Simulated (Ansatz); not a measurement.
# CsCl-type TlBr

These are LC-ωPBE in Ansatz (PAW) values and carry that method's errors.

Run with plane-wave cutoff 520 eV, 6×6×6 k mesh, finite displacements, scalar-relativistic PAW data made under PBE.

Cell (relaxed at this level):

```cif
data_BrTl
_chemical_formula_sum 'Tl1 Br1'
_space_group_name_H-M_alt 'Pm-3m'
_space_group_IT_number 221
_space_group_name_Hall '-P 4 2 3'
_cell_length_a 3.99844
_cell_length_b 3.99844
_cell_length_c 3.99844
_cell_angle_alpha 90.000
_cell_angle_beta 90.000
_cell_angle_gamma 90.000
loop_
_atom_site_label
_atom_site_type_symbol
_atom_site_symmetry_multiplicity
_atom_site_Wyckoff_symbol
_atom_site_fract_x
_atom_site_fract_y
_atom_site_fract_z
_atom_site_occupancy
Tl1 Tl 1 a 0.00000 0.00000 0.00000 1
Br1 Br 1 b 0.50000 0.50000 0.50000 1
```

| Property | Result |
|---|---|
| zone-centre TO phonon frequency | 34 cm⁻¹ |

Spin–orbit coupling is not included; it can shift volumes and moduli of such heavy elements.

It cost roughly 60 core-minutes of CPU time.

Ansatz is a first-principles code.
